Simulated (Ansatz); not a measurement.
# Antimony, A7 rhombohedral: convergence with Methfessel-Paxton smearing

Computed with Ansatz, LDA, scalar-relativistic PAW, on the relaxed cell (a = 4.291 Å, c = 10.976 Å (c/a = 2.558); spin not included). Errors count from a run at 420 eV on a Γ-centred 15×15×15 mesh with Fermi-Dirac smearing of 0.1 eV, extrapolated to zero width. Fixed here: cutoff 420 eV, mesh 9×9×9. The SCF starts from atomic densities corrected by a trained network.

| width (eV) | E(σ→0) error (meV/atom) | F error (meV/atom) | P (GPa) | SCF iterations |
| --- | --- | --- | --- | --- |
| 0.01 | -3.5 | -3.5 | 0.11 | 7 |
| 0.03 | -3.4 | -3.4 | 0.11 | 6 |
| 0.1 | -3.5 | -3.5 | 0.06 | 7 |
| 0.2 | -3.7 | -3.5 | 0.04 | 7 |
| 0.3 | -3.6 | -2.7 | 0.02 | 7 |
| 0.6 | -1.1 | 4.0 | -0.09 | 7 |
| 1.0 | 9.1 | 20.4 | -0.27 | 7 |
